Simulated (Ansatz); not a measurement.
# Worked example: correlation energy of Al–C–OH, triplet

Geometry: displaced at random from a stationary point.

```xyz
4

Al    0.0023   -0.1645    2.2423
C     0.0015   -0.0937    0.3000
O     0.0495   -0.2504   -1.0302
H    -0.0533    0.5086   -1.5121
```

Basis cc-pVDZ; Ansatz 0.2.0. Only valence electrons are correlated (noble-gas cores frozen), which leaves 14 electrons in 44 orbitals. R marks a restricted (for open shells ROHF) determinant, U an unrestricted one.

Full CI isn't at hand for all of this; UCCSDT(Q) serves as the reference, and is uncertain by the last step of the cluster series or more.

UCCSD has a T1 diagnostic of 0.032 and a largest doubles amplitude of 0.09.

Runs differ by some tens of microhartree through their thresholds and, for an open shell, their frozen cores, so steps under 0.03 kcal/mol mean nothing.

Here the R and U totals at CCSDT(Q) differ by 0.10 kcal/mol, a measure of how far such totals hang on the determinant and its frozen core.

```csv
level,total energy (hartree)
UHF,-355.134643
UMP2,-355.449237
UCCSD,-355.482438
UCCSD(T),-355.492731
UCCSDT,-355.494130
UCCSDT(Q),-355.495120
```

Task: What is the correlation energy at UCCSDT(Q), and what share of it do UMP2 and UCCSDT recover?

Result: E(corr) = -355.495120 − (-355.134643) = -0.360477 hartree = -9.809 eV. UMP2: -0.314594 / -0.360477 = 87.27 %. UCCSDT: -0.359487 / -0.360477 = 99.73 %.

Task: By how many kcal/mol does UCCSD(T) miss UCCSDT(Q) (1 hartree = 627.509 kcal/mol), and which steps make up the rest?

Result: -355.492731 − (-355.495120) = 0.002389 hartree = 1.50 kcal/mol. Steps: UCCSDT − UCCSD(T) = -0.88, UCCSDT(Q) − UCCSDT = -0.62 kcal/mol. Differences between like states or geometries often cancel part of this.
